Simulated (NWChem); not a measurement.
Correlation energy of H4Si

```xyz
5

Si     0.0000     0.0000     0.0000
H      1.2187     0.0000     0.8618
H     -1.2187     0.0000     0.8618
H      0.0000    -1.2187    -0.8618
H      0.0000     1.2187    -0.8618
```
Charge 0, spin multiplicity 1.

Program: NWChem. All single points use one geometry, from PBE0/def2-SVP, a minimum by its harmonic frequencies.

Basis set: cc-pVTZ. Each correlation energy counts from its own Hartree-Fock reference.

The correlated methods keep 5 core orbitals frozen. The structure started from a generated list of species. Coupled-cluster values serve here as a point of comparison, not as the truth.

Problem. For the correlation energy, RI-MP2 gives -143.1 mHa and MP2 gives -143.2 mHa. What do SCS-MP2, CR-CCSD[T], CR-CCSD(T) give?

Solution. SCS-MP2: -159.3 mHa; CR-CCSD[T]: -176.6 mHa; CR-CCSD(T): -176.5 mHa.
